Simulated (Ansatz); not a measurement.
# AlBH (doublet): wave-function methods side by side, cc-pVDZ

The task here is to estimate one member of a computed series from the others.

Method: cc-pVDZ, core rule «outside noble gas», up to 6 orbitals frozen; program: Ansatz 0.2.0, Gaussian basis.

Plan: UHF; CCSD(T) on ROHF; CCSD(T) on UHF; BCCD(T) on ROHF; CISD as a restricted active space (open shells left free, so some higher excitations enter); CCSDT(Q) on ROHF; CCSDT(Q) on UHF; CASSCF and MRCISD+Q, 7 electrons in 9 orbitals; CASSCF and MRCISD+Q(relaxed), 7 electrons in 9 orbitals; CASSCF and NEVPT2, 7 electrons in 9 orbitals.

24 further runs of the same task are left out: 2 for a known fault of the program, 8 that didn't finish, 14 set aside as unsound or not needed. Runs told in other sessions of the task aren't counted.

## The system

The geometry is a PBE0/def2-TZVP stationary point (not a proven minimum).

3 atoms, charge 0, spin multiplicity 2.

Atoms are counted from 1 here; the program's logs count them from 0.

Bond lengths: B1–Al2 2.120 Å, B1–H3 1.196 Å. Angles: Al2–B1–H3 167.9°.

Set-up of the first run:

Input file in.yaml:

```yaml
crystal:
  periodic: [false, false, false]
  atoms:
    - {symbol: B, position_ang: [0.000000, -0.091982, 0.314337]}
    - {symbol: Al, position_ang: [0.000000, -0.033351, -1.805038]}
    - {symbol: H, position_ang: [0.000000, 0.125333, 1.490702]}
basis:
  gaussian: {orbitals: cc-pVDZ}
magnetization: {spin_polarized: true, initial_magnetization: 1}
hamiltonian: {xc: hf}
output: {orbitals: {seedname: orbitals}}
```

Command:

```
ansatz run in.yaml --threads 1 --pin off --events-out ev --progress --plain --max-ram 2393MiB
```

Steps of the session up to this table: UHF; CCSD(T) on ROHF; CCSD(T) on UHF; BCCD(T) on ROHF; CISD as a restricted active space (open shells left free, so some higher excitations enter); CCSDT(Q) on ROHF; CCSDT(Q) on UHF; CASSCF and MRCISD+Q, 7 electrons in 9 orbitals; CASSCF and MRCISD+Q(relaxed), 7 electrons in 9 orbitals; CASSCF and NEVPT2, 7 electrons in 9 orbitals.

One table of the session follows, with a row left open; its other results are not shown here.

It belongs to the step «Misses and costs». 

| method | from UCCSDT(Q) (meV) |
| --- | --- |
| ROHF | +3932.3 |
| RMP2 | +1087.3 |
| UMP2 | +1142.5 |
| CISD | +388.0 |
| RCCSD | +140.2 |
| UCCSD | +138.6 |
| RCCSD(T) | +38.6 |
| UCCSD(T) | +38.7 |
| BCCD(T) | +37.7 |
| RCCSDT | +5.6 |
| UCCSDT | +5.4 |
| RCCSDT(Q) | ? |
| UCCSDT(Q) | 0 |
| CASSCF valence | +1950.3 |
| NEVPT2 valence | +590.8 |
| MRCISD valence | +104.6 |
| MRCISD+Q valence | +16.5 |
| MRCISD+Q(relaxed) valence | -22.3 |

Estimate the missing values for RCCSDT(Q).

As computed: from UCCSDT(Q) (meV): +0.2. In the column «from UCCSDT(Q) (meV)» it lies between UCCSDT(Q) (0) and UCCSDT (+5.4).

Left out of the table: UHF (another determinant or state than the rows shown).

Caveats from the session: The determinant of HF (⟨S²⟩ 1.28) is far from a pure spin state, so its energy mixes those of several spin states; that is harmless only where they are near-degenerate. Restricted and unrestricted rows rest on different reference determinants; a gap between their highest levels can come from leftover correlation error, from unlike frozen cores or from another state.
